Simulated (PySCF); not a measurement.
# C2H5, SMILES `[CH2]C` (charge 0, multiplicity 2)

Method: TPSSh-D3(BJ)/def2-TZVP // PBE0-D3(BJ)/def2-TZVP (PySCF).

| Item | Value |
|---|---|
| highest occupied spin orbital | -5.24 eV |
| dipole moment | 0.061 e·Å |
| total energy | -2155.12 eV |
| cost | around 2.1 core-minutes (rough) |

```xyz
7

C      0.8589    -0.0027     0.0613
C     -0.6125     0.0093    -0.0846
H      1.4136    -0.9318     0.0280
H      1.3983     0.8940     0.3387
H     -0.9604    -0.7725    -0.7650
H     -0.9771     0.9711    -0.4546
H     -1.1206    -0.1673     0.8762
```
Charge 0, spin multiplicity 2.
